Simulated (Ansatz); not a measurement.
**A basis-limit estimate, worked out**

The pair of H₂O (SMILES O, atoms 1–3) and SiH₃Cl (SMILES [SiH3]Cl, atoms 4–8), both closed shells, in one local arrangement (a lower one may exist), relaxed at PBE0-D4/def2-TZVP:

O1  (0.066, -0.293, -1.935)
H2  (-0.722, 0.231, -1.768)
H3  (0.681, 0.309, -2.361)
Si4  (0.101, -0.141, 1.235)
Cl5  (-1.431, 1.121, 0.648)
H6  (1.379, 0.383, 0.708)
H7  (-0.190, -1.506, 0.756)
H8  (0.116, -0.105, 2.717)
(Å)

Both fragments are computed in the basis of the whole pair.

Ansatz 0.2.0; basis: def2-TZVPPD and def2-QZVPPD; cores frozen in the correlated methods.

Energies in eV:

| quantity | pair | first fragment | second fragment |
| --- | --- | --- | --- |
| Hartree–Fock, triple zeta (X = 3) | -22485.12865 | -2069.79767 | -20415.30863 |
| Hartree–Fock, quadruple zeta (X = 4) | -22485.80094 | -2069.88420 | -20415.89371 |
| MP2 correlation, X = 3 | -16.04694 | -7.17961 | -8.78346 |
| MP2 correlation, X = 4 | -17.35104 | -7.71529 | -9.53939 |
| CCSD(T) correlation, X = 3 | -17.80080 | -7.54583 | -10.17274 |

(1) Work out the interaction energy at the basis limit: extrapolate Hartree–Fock as E(X) = E∞ + A exp(−7.88 √X) and the MP2 correlation as E(X) = E∞ + B X^−2.97 (the exponents that Neese and Valeev fitted for def2-TZVPP and QZVPP, reused here for the diffuse sets), then add CCSD(T) − MP2 in triple zeta.

No T1 diagnostic of these runs exceeds 0.011.

Answers

(1) Each step is linear, so take the differences first (pair − first fragment − second fragment): Hartree–Fock -0.02235 (X = 3) and -0.02303 (X = 4); MP2 correlation -0.08387 and -0.09636; CCSD(T) correlation -0.08223.
Two points give E∞ = E(4) + w [E(4) − E(3)], with w = 1/(exp(7.88 (2 − √3)) − 1) = 0.1377 for Hartree–Fock and w = 1/((4/3)^2.97 − 1) = 0.7407 for the correlation.
Hartree–Fock: -0.02303 + 0.1377 × (-0.00068) = -0.0231 eV.
MP2 correlation: -0.09636 + 0.7407 × (-0.01249) = -0.1056 eV.
CCSD(T) − MP2: -0.08223 − (-0.08387) = 0.0016 eV.
Sum: -0.0231 + (-0.1056) + 0.0016 = -0.1271 eV, or -2.93 kcal/mol. Plain CCSD(T) in triple zeta gives -0.1046 eV, so the larger basis shifts the result by -0.0225 eV.

For scale, one of the runs: CCSD(T)/def2-TZVPPD, 224 basis functions (an equivalent command: `ansatz run in.yaml --threads 4`). Hardware: 4 CPU threads, shared host. Wall time 49 s; peak host memory 3.4 GiB.
